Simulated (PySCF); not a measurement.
Highest orbital energy against ionisation energy along the third row

Calculated with PySCF 2.14, no spin-orbit coupling. Each cell gives −ε(HOMO) / ΔSCF in eV; NIST values include spin-orbit coupling, (s) semi-empirical, (t) theoretical.

```csv
species,UHF,LDA,PBE,PBE0,r2SCAN,NIST (lowest levels)
"Mg (aug-cc-pCVQZ, non-relativistic)",6.886 / 6.605,4.773 / 7.721,4.698 / 7.611,5.426 / 7.540,4.812 / 7.371,7.646
"Al (aug-cc-pwCVQZ, non-relativistic)",5.947 / 5.609,3.014 / 6.036,3.095 / 6.079,3.910 / 6.098,3.349 / 6.180,5.986
"P (aug-cc-pwCVQZ, non-relativistic)",10.670 / 9.905,6.297 / 10.577,6.296 / 10.489,7.535 / 10.528,6.693 / 10.623,10.487
"S (aug-cc-pwCVQZ, non-relativistic)",10.330 / 9.238,6.171 / 10.568,6.162 / 10.431,7.424 / 10.405,6.423 / 10.379,10.360
"Cl (aug-cc-pwCVQZ, non-relativistic)",13.088 / 11.763,8.209 / 13.201,8.135 / 12.970,9.604 / 12.953,8.456 / 12.992,12.968
"Ar (aug-cc-pwCVQZ, non-relativistic)",16.084 / 14.546,10.405 / 15.987,10.288 / 15.701,11.981 / 15.710,10.729 / 15.749,15.760
```

Q: How far is −ε(HOMO) from ΔSCF on average for each method, and why?

A: UHF 0.89 eV; LDA -4.20 eV; PBE -4.10 eV; PBE0 -2.89 eV; r2SCAN -3.81 eV. Hartree-Fock orbital energies lack relaxation and so exceed the ΔSCF value; semilocal functionals have convex E(N) from self-interaction, so their HOMO lies far too high; exact exchange moves hybrids part of the way back.
